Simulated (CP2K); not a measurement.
# Two attempts at CH4ClSi (SMILES C[SiH]Cl)

Wanted: energy and gradient of CH4ClSi, GFN2-xTB.

The results are computed with CP2K 2026.2.

1 further run of the same task is left out (it didn't finish).

### 1 Starting point

CH4ClSi has 7 atoms, charge 0, and is taken as a doublet. SMILES: `C[SiH]Cl`. The coordinates come from a PBE0-D4/def2-TZVP relaxation.

Bond lengths: C1–Si2 1.866 Å, Si2–Cl3 2.064 Å, C1–H4 1.093 Å, C1–H5 1.094 Å, C1–H6 1.091 Å, Si2–H7 1.491 Å. Angles: C1–Si2–Cl3 109.5°, C1–Si2–H7 111.8°, Cl3–Si2–H7 107.0°, Si2–C1–H4 109.9°, Si2–C1–H5 110.0°, Si2–C1–H6 110.9°, H4–C1–H5 108.7°, H4–C1–H6 108.7°, H5–C1–H6 108.6°.

### 2 The input as first written

job.inp reads:

```
&FORCE_EVAL
  METHOD QUICKSTEP
  &DFT
    MULTIPLICITY 2
    UKS T
    &QS
      METHOD XTB
      EPS_DEFAULT 1.0E-10
      &XTB
        GFN_TYPE TBLITE
        &TBLITE
          METHOD GFN2
        &END
        CHECK_ATOMIC_CHARGES F
      &END
    &END
    &POISSON
      PERIODIC NONE
      POISSON_SOLVER ANALYTIC
    &END
    &SCF
      SCF_GUESS ATOMIC
      EPS_SCF 1.0E-07
      MAX_SCF 150
      ADDED_MOS 8
      &DIAGONALIZATION
        ALGORITHM STANDARD
      &END
      &MIXING
        METHOD DIRECT_P_MIXING
        ALPHA 0.4
      &END
      &SMEAR ON
        METHOD FERMI_DIRAC
        ELECTRONIC_TEMPERATURE [K] 300
      &END
    &END
    &PRINT
      &MOMENTS
        PERIODIC F
        REFERENCE COM
        MAX_MOMENT 1
      &END
      &MO ON
        ENERGIES T
        OCCUPATION_NUMBERS T
        NDIGITS 6
        &EACH
          QS_SCF 0
        &END
        ADD_LAST NUMERIC
      &END
      &HIRSHFELD OFF
      &END
    &END
  &END
  &SUBSYS
    &CELL
      ABC 11.1 11.8 10
      PERIODIC NONE
    &END
    &COORD
      SCALED T
      C    0.41536937   0.57394068   0.47443000
      Si   0.56317117   0.50134746   0.49857000
      Cl   0.53446847   0.33951695   0.57009000
      H    0.42991892   0.66048305   0.43905000
      H    0.36625225   0.57730508   0.56917000
      H    0.36019820   0.52903390   0.40130000
      H    0.63980180   0.56112712   0.59870000
    &END
  &END
  &PRINT
    &FORCES ON
    &END
  &END
&END

&GLOBAL
  PROJECT job
  RUN_TYPE SCF
  PRINT_LEVEL MEDIUM
&END
```

The run is started by

```
$ OMP_NUM_THREADS=1 cp2k.psmp job.inp > job.out
```

The log of the run:

```text
*******************************************************************************
 *   ___                                                                       *
 *  /   \                                                                      *
 * [ABORT]                                                                     *
 *  \___/                    invalid value for enumeration:SCF                 *
 *    |                                                                        *
 *  O/|                                                                        *
 * /| |                                                                        *
 * / \                                     input/input_enumeration_types.F:215 *
 *******************************************************************************

 ===== Routine Calling Stack =====

            4 val_create_parsing
            3 section_vals_parse
            2 section_vals_parse
            1 read_input

Program received signal SIGABRT: Process abort signal.

Backtrace for this error:
#0  0x4856b381f957 in ???
#1  0x4856d40d4cac in __pthread_kill_implementation
#2  0x4856d407bfb7 in raise
#3  0x4856d4065d37 in abort
#4  0x4856b3ef2d83 in ???
#5  0x4856b3ef4297 in ???
#6  0x4856b3ef4497 in ???
#7  0x4856b405226f in ???
#8  0x4856b406183b in ???
#9  0x4856b406367b in ???
#10  0x4856b40638f7 in ???
#11  0x4856b3939807 in ???
#12  0x4856b41a4e8b in ???
#13  0x4856b41a9d0b in ???
#14  0x4856b38c0db3 in ???
#15  0x4856b38bef13 in ???
#16  0x4856d4066573 in __libc_start_call_main
#17  0x4856d4066657 in __libc_start_main_impl
#18  0x4856b38bf06f in ???
#19  0xffffffffffffffff in ???
```

Run time: 0.34 s. Hardware: 1 thread of Arm Neoverse N1, shared host; peak memory 0.13 GiB.

### 3 Diagnosis

The program refused the input.

The log says `\___/                    invalid value for enumeration:SCF`. What is wrong: unknown run type.

### 4 The mended input

molecule.inp reads:

```
&GLOBAL
    PROJECT molecule
    RUN_TYPE ENERGY_FORCE
    PRINT_LEVEL MEDIUM
&END GLOBAL

&FORCE_EVAL
    METHOD QS
    &DFT
        CHARGE 0
        MULTIPLICITY 2
        LSD T
        &QS
            METHOD XTB
            EPS_DEFAULT 1.0E-10
            &XTB
                GFN_TYPE TBLITE
                &TBLITE
                    METHOD GFN2
                &END TBLITE
                CHECK_ATOMIC_CHARGES F
            &END XTB
        &END QS
        &POISSON
            PERIODIC NONE
            POISSON_SOLVER ANALYTIC
        &END POISSON
        &SCF
            SCF_GUESS ATOMIC
            EPS_SCF 1.0E-07
            MAX_SCF 150
            ADDED_MOS 8
            &DIAGONALIZATION
                ALGORITHM STANDARD
            &END DIAGONALIZATION
            &MIXING
                METHOD DIRECT_P_MIXING
                ALPHA 0.4
            &END MIXING
            &SMEAR ON
                METHOD FERMI_DIRAC
                ELECTRONIC_TEMPERATURE [K] 300
            &END SMEAR
        &END SCF
        &PRINT
            &MOMENTS
                PERIODIC F
                REFERENCE COM
                MAX_MOMENT 1
            &END MOMENTS
            &MO ON
                ENERGIES T
                OCCUPATION_NUMBERS T
                NDIGITS 6
                &EACH
                    QS_SCF 0
                &END EACH
                ADD_LAST NUMERIC
            &END MO
            &HIRSHFELD OFF
            &END HIRSHFELD
        &END PRINT
    &END DFT
    &SUBSYS
        &CELL
            ABC [angstrom] 11.1 11.8 10
            PERIODIC NONE
        &END CELL
        &COORD
            SCALED T
            C    0.41536937   0.57394068   0.47443000
            Si   0.56317117   0.50134746   0.49857000
            Cl   0.53446847   0.33951695   0.57009000
            H    0.42991892   0.66048305   0.43905000
            H    0.36625225   0.57730508   0.56917000
            H    0.36019820   0.52903390   0.40130000
            H    0.63980180   0.56112712   0.59870000
        &END COORD
    &END SUBSYS
    &PRINT
        &FORCES ON
        &END FORCES
    &END PRINT
&END FORCE_EVAL
```

The run is started by

```
$ OMP_NUM_THREADS=1 cp2k.psmp molecule.inp > molecule.out
```

The log of the run:

```text
CP2K| version string:                                       CP2K version 2026.2
[...]
 GLOBAL| Method name                                                        CP2K
[...]
 GLOBAL| Run type                                                   ENERGY_FORCE
[...]
                             - Atoms:                                          7
[...]
                             - Spherical basis functions:                     26
[...]
 Number of electrons:                                                         10
[...]
  *** SCF run converged in    19 steps ***
[...]
  Fermi energy:                                                -0.30075289097806
[...]
 TB_DIPOLE| Moment [Debye]          0.56006501       2.28999145      -1.20481830
 TB_DIPOLE| Derivative [a.u.]       0.00000000       0.00000000       0.00000000
[...]
 ENERGY| Total FORCE_EVAL ( QS ) energy [hartree]            -10.442572122146258
 FORCES| Atomic forces [hartree/bohr]
 FORCES|   Atom     x               y               z               |f|
 FORCES|      1 -8.37412457E-03  6.16680131E-03 -3.50926648E-03   1.09758987E-02
 FORCES|      2  1.54970303E-02 -6.18095025E-03  1.36848915E-02   2.15786549E-02
 FORCES|      3  1.12352924E-03  4.85349451E-03 -2.56623736E-03   5.60395406E-03
 FORCES|      4 -3.53105707E-03 -3.87050318E-03  1.49612255E-03   5.44862750E-03
 FORCES|      5  9.09384394E-05  6.94656682E-04 -3.93722226E-03   3.99906699E-03
 FORCES|      6 -4.85934873E-04  3.28720190E-03  2.39534927E-03   4.09628212E-03
 FORCES|      7 -4.32038142E-03 -4.95070098E-03 -7.56363718E-03   1.00191688E-02
 FORCES| Sum     1.82145965E-17  1.10154941E-16 -1.47451495E-16
 FORCES| Total atomic force                                       1.84953578E-16
[...]
```

Wall time 0.5 s (1 thread of Arm Neoverse N1, shared host); peak memory 0.14 GiB.

### 5 Results

At GFN2-xTB:

| quantity | value |
| --- | --- |
| total energy | -10.44257 Eh |
| dipole moment (from atomic charges alone) | 2.65 D |
| HOMO energy (highest over α and β) | -8.49 eV |
| LUMO energy (lowest over α and β) | -7.88 eV |
| largest force on an atom | 1.110 eV/Å |

What this shows: The dipole comes from point charges on the atoms alone, without atomic dipoles, so it is partial. The largest force is 1.11 eV/Å: the shape isn't a stationary point for this species at this level.
